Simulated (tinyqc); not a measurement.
Worked calculation: UHF in the sto-6g basis, for H2O, spin multiplicity 3. One step of it, computed by the program tinyqc.

Task: Iteration 2: diagonalisation and new density. Diagonalise F' = X^T F X, C = X C', fill 6 alpha and 4 beta electrons from the bottom; D(s) = C_occ C_occ^T. Each column has its largest component positive (the first on a tie).

F(alpha) (hartree), order 1O 1s, 1O 2s, 1O 2px, 1O 2py, 1O 2pz, 2H 1s, 3H 1s:
$$\begin{pmatrix}
-20.711932 & -5.015949 & 0.000000 & 0.000000 & -0.004819 & -0.457905 & -0.457905 \\
-5.015949 & -2.467826 & 0.000000 & 0.000000 & -0.047236 & -0.490112 & -0.490112 \\
0.000000 & 0.000000 & -0.618915 & 0.000000 & 0.000000 & 0.000000 & 0.000000 \\
0.000000 & 0.000000 & 0.000000 & -0.209641 & 0.000000 & -0.270138 & 0.270138 \\
-0.004819 & -0.047236 & 0.000000 & 0.000000 & -0.572158 & -0.198522 & -0.198522 \\
-0.457905 & -0.490112 & 0.000000 & -0.270138 & -0.198522 & -0.387595 & -0.176744 \\
-0.457905 & -0.490112 & 0.000000 & 0.270138 & -0.198522 & -0.176744 & -0.387595
\end{pmatrix}$$

F(beta) (hartree), order 1O 1s, 1O 2s, 1O 2px, 1O 2py, 1O 2pz, 2H 1s, 3H 1s:
$$\begin{pmatrix}
-20.677061 & -4.974236 & 0.000000 & 0.000000 & -0.003930 & -0.454271 & -0.454271 \\
-4.974236 & -2.266749 & 0.000000 & 0.000000 & 0.020494 & -0.469471 & -0.469471 \\
0.000000 & 0.000000 & 0.271336 & 0.000000 & 0.000000 & 0.000000 & 0.000000 \\
0.000000 & 0.000000 & 0.000000 & -0.355686 & 0.000000 & -0.253857 & 0.253857 \\
-0.003930 & 0.020494 & 0.000000 & 0.000000 & -0.316269 & -0.246515 & -0.246515 \\
-0.454271 & -0.469471 & 0.000000 & -0.253857 & -0.246515 & -0.046413 & -0.118768 \\
-0.454271 & -0.469471 & 0.000000 & 0.253857 & -0.246515 & -0.118768 & -0.046413
\end{pmatrix}$$

X, order 1O 1s, 1O 2s, 1O 2px, 1O 2py, 1O 2pz, 2H 1s, 3H 1s:
$$\begin{pmatrix}
1.021577 & -0.125231 & 0.000000 & 0.000000 & -0.003603 & 0.012063 & 0.012063 \\
-0.125231 & 1.070890 & 0.000000 & 0.000000 & 0.032160 & -0.129484 & -0.129484 \\
0.000000 & 0.000000 & 1.000000 & 0.000000 & 0.000000 & 0.000000 & 0.000000 \\
0.000000 & 0.000000 & 0.000000 & 1.025609 & 0.000000 & -0.098182 & 0.098182 \\
-0.003603 & 0.032160 & 0.000000 & 0.000000 & 1.020672 & -0.083563 & -0.083563 \\
0.012063 & -0.129484 & 0.000000 & -0.098182 & -0.083563 & 1.051181 & -0.043994 \\
0.012063 & -0.129484 & 0.000000 & 0.098182 & -0.083563 & -0.043994 & 1.051181
\end{pmatrix}$$

Give: F' = X^T F X; orbital energies; coefficients C; F' = X^T F X; orbital energies; coefficients C; D(alpha) after iteration 2; D(beta) after iteration 2.

Result:

F' = X^T F X (alpha) (hartree):
$$\begin{pmatrix}
-20.390 & -2.490 & 0.000 & 0.000 & -0.014 & -0.038 & -0.038 \\
-2.490 & -1.587 & 0.000 & 0.000 & -0.002 & -0.190 & -0.190 \\
0.000 & 0.000 & -0.619 & 0.000 & 0.000 & 0.000 & 0.000 \\
0.000 & 0.000 & 0.000 & -0.116 & 0.000 & -0.265 & 0.265 \\
-0.014 & -0.002 & 0.000 & 0.000 & -0.536 & -0.121 & -0.121 \\
-0.038 & -0.190 & 0.000 & -0.265 & -0.121 & -0.240 & -0.099 \\
-0.038 & -0.190 & 0.000 & 0.265 & -0.121 & -0.099 & -0.240
\end{pmatrix}$$

orbital energies (alpha) (hartree): MO1 -20.715, MO2 -1.333, MO3 -0.619, MO4 -0.614, MO5 -0.503, MO6 -0.191, MO7 0.247

coefficients C (alpha), order 1O 1s, 1O 2s, 1O 2px, 1O 2py, 1O 2pz, 2H 1s, 3H 1s:
$$\begin{pmatrix}
0.997 & -0.244 & 0.000 & 0.043 & 0.000 & 0.067 & 0.000 \\
0.013 & 0.993 & 0.000 & -0.221 & 0.000 & -0.403 & 0.000 \\
0.000 & 0.000 & 1.000 & 0.000 & 0.000 & 0.000 & 0.000 \\
0.000 & 0.000 & 0.000 & 0.000 & 0.613 & 0.000 & 0.834 \\
0.001 & 0.057 & 0.000 & 0.864 & 0.000 & -0.554 & 0.000 \\
-0.002 & 0.056 & 0.000 & 0.236 & 0.488 & 0.687 & -0.609 \\
-0.002 & 0.056 & 0.000 & 0.236 & -0.488 & 0.687 & 0.609
\end{pmatrix}$$

F' = X^T F X (beta) (hartree):
$$\begin{pmatrix}
-20.361 & -2.476 & 0.000 & 0.000 & -0.024 & -0.033 & -0.033 \\
-2.476 & -1.359 & 0.000 & 0.000 & 0.105 & -0.256 & -0.256 \\
0.000 & 0.000 & 0.271 & 0.000 & 0.000 & 0.000 & 0.000 \\
0.000 & 0.000 & 0.000 & -0.270 & 0.000 & -0.262 & 0.262 \\
-0.024 & 0.105 & 0.000 & 0.000 & -0.243 & -0.236 & -0.236 \\
-0.033 & -0.256 & 0.000 & -0.262 & -0.236 & 0.136 & -0.053 \\
-0.033 & -0.256 & 0.000 & 0.262 & -0.236 & -0.053 & 0.136
\end{pmatrix}$$

orbital energies (beta) (hartree): MO1 -20.679, MO2 -1.143, MO3 -0.477, MO4 -0.439, MO5 0.271, MO6 0.381, MO7 0.395

coefficients C (beta), order 1O 1s, 1O 2s, 1O 2px, 1O 2py, 1O 2pz, 2H 1s, 3H 1s:
$$\begin{pmatrix}
0.997 & -0.241 & 0.000 & 0.033 & 0.000 & 0.075 & 0.000 \\
0.011 & 0.987 & 0.000 & -0.190 & 0.000 & -0.433 & 0.000 \\
0.000 & 0.000 & 0.000 & 0.000 & 1.000 & 0.000 & 0.000 \\
0.000 & 0.000 & 0.829 & 0.000 & 0.000 & 0.000 & -0.620 \\
0.001 & -0.015 & 0.000 & 0.831 & 0.000 & -0.606 & 0.000 \\
-0.001 & 0.070 & 0.291 & 0.280 & 0.000 & 0.669 & 0.724 \\
-0.001 & 0.070 & -0.291 & 0.280 & 0.000 & 0.669 & -0.724
\end{pmatrix}$$

D(alpha) after iteration 2, order 1O 1s, 1O 2s, 1O 2px, 1O 2py, 1O 2pz, 2H 1s, 3H 1s:
$$\begin{pmatrix}
1.060 & -0.265 & 0.000 & 0.000 & -0.013 & 0.041 & 0.041 \\
-0.265 & 1.197 & 0.000 & 0.000 & 0.089 & -0.273 & -0.273 \\
0.000 & 0.000 & 1.000 & 0.000 & 0.000 & 0.000 & 0.000 \\
0.000 & 0.000 & 0.000 & 0.376 & 0.000 & 0.299 & -0.299 \\
-0.013 & 0.089 & 0.000 & 0.000 & 1.057 & -0.174 & -0.174 \\
0.041 & -0.273 & 0.000 & 0.299 & -0.174 & 0.770 & 0.293 \\
0.041 & -0.273 & 0.000 & -0.299 & -0.174 & 0.293 & 0.770
\end{pmatrix}$$

D(beta) after iteration 2, order 1O 1s, 1O 2s, 1O 2px, 1O 2py, 1O 2pz, 2H 1s, 3H 1s:
$$\begin{pmatrix}
1.054 & -0.233 & 0.000 & 0.000 & 0.032 & -0.009 & -0.009 \\
-0.233 & 1.010 & 0.000 & 0.000 & -0.173 & 0.016 & 0.016 \\
0.000 & 0.000 & 0.000 & 0.000 & 0.000 & 0.000 & 0.000 \\
0.000 & 0.000 & 0.000 & 0.687 & 0.000 & 0.241 & -0.241 \\
0.032 & -0.173 & 0.000 & 0.000 & 0.690 & 0.232 & 0.232 \\
-0.009 & 0.016 & 0.000 & 0.241 & 0.232 & 0.168 & -0.001 \\
-0.009 & 0.016 & 0.000 & -0.241 & 0.232 & -0.001 & 0.168
\end{pmatrix}$$
